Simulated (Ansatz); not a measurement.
**Orbital character of the bands of CaO**

```yaml
crystal:
  lattice:
    - [0.00000, 2.41527, 2.41527]
    - [2.41527, 0.00000, 2.41527]
    - [2.41527, 2.41527, 0.00000]
  atoms:
    - { symbol: Ca, position: [0.00000, 0.00000, 0.00000] }
    - { symbol: O, position: [0.50000, 0.50000, 0.50000] }
```

Atoms are numbered in the order listed.

The conventional cell has a = 4.831 Å, b = 4.831 Å, c = 4.831 Å, α = 90.00°, β = 90.00°, γ = 90.00°. Around Ca (atom 1) lie 6 O at 2.42 Å. O (atom 2) is surrounded by 6 Ca at 2.42 Å.

The cell was built from the rocksalt type and relaxed in the same program, and has space group Fm-3m; it needn't be a known or the stable phase.

Method: Ansatz 0.2.0, DFT, PBE, all-electron LAPW, scalar-relativistic.

The runs use a Γ-centred 12×12×12 k mesh, Fermi–Dirac smearing of 0.05 eV, basis error target 0.5 meV/atom, no spin polarisation.

Weights are projections on a minimal set of Löwdin-orthogonalised atomic shells, summed over atoms of an element; the rest lies outside that basis, and weights on diffuse cation s shells are inflated where empty shells are missing from it. Energies are in eV from the valence-band top.

Points: W (0.500, 0.250, 0.750), L (0.500, 0.500, 0.500).

```tsv
state	character
W, -1.25 eV	?
W, -1.05 eV (×2)	O 2p 92 %
L, -2.59 eV	?
L, -1.16 eV (×2)	O 2p 92 %
```

(1) Give the missing entry: row "W, -1.25 eV", column "character".

(2) Fill in "character" for the row "L, -2.59 eV".

Results:

(1) O 2p 91 %, Ca 4s 6 %.

(2) O 2p 74 %, Ca 4s 23 %.
